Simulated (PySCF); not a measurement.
2p core levels of `C1=CP1C1CC1`

Species: C₅H₇P.
Numbering: `[CH:1]1=[CH:2][P:3]1[CH:4]1[CH2:5][CH2:6]1`

Cartesian coordinates in Å at the GFN2-xTB level; atoms count from 1:
```
atom  x, y, z in Å
C1     2.179    0.929    0.655
C2     2.409   -0.313    0.311
P3     0.800   -0.161    1.177
C4    -0.347    0.027   -0.270
C5    -1.768    0.439   -0.004
C6    -1.470   -0.961   -0.422
H7     2.575    1.920    0.652
H8     3.111   -0.971   -0.153
H9     0.121    0.397   -1.178
H10   -2.061    0.610    1.022
H11   -2.251    1.101   -0.708
H12   -1.741   -1.275   -1.419
H13   -1.562   -1.741    0.320
```

Level of theory: delta-SCF UKS SCAN, pcX-2 on the ionised atom, pcseg-1 elsewhere, spin-free X2C (PySCF). Binding energies are ΔSCF values: E(core-ionised, relaxed orbitals) − E(ground state) at a fixed geometry, referred to the vacuum level. The 2p values add to the ΔSCF energy of one spin-free hole a correction within the shell (spin–orbit coupling, ligand field). The splitting includes the ligand field, and 2p3/2 is the mean of two sublevels.

```
atom  mean of the 2p shell (eV)  splitting (eV)
  P3                    136.544           0.892
```

Question: Where do the two lines of each doublet lie?

Answer: 2p3/2 = mean − splitting/3 and 2p1/2 = mean + 2 × splitting/3:

| atom | environment | 2p3/2 (eV) | 2p1/2 (eV) |
| --- | --- | --- | --- |
| P3 | phosphine phosphorus | 136.25 | 137.14 |

Question: What are the 1s binding energies of the same atoms?

Answer: P3 2149.92 eV.

Question: Which Kα1 and Kα2 emission energies and wavelengths follow?

Answer: The photon carries the difference of the 1s-hole and 2p-hole states, both at the ground state's geometry; λ = 12398.42 eV Å/E.

| atom | Kα1 (eV) | Kα2 (eV) | λ(Kα1) (Å) | λ(Kα2) (Å) |
| --- | --- | --- | --- | --- |
| P3 | 2013.67 | 2012.78 | 6.1571 | 6.1598 |

Question: And the 1s levels of the other atoms?

Answer: C4 (sp3 carbon bound to phosphorus) 290.06 eV; C5/C6 (three-membered-ring carbon) 290.43 eV; C1/C2 (alkene CH carbon) 290.45 eV.

The first atom of each set that the bonding makes equivalent was ionised and stands for the set. The structure is a single GFN2-xTB conformer in the gas phase; no vibrational or solvent corrections.

On one thread, Arm Neoverse V2, on a shared host, this took 51 s wall.
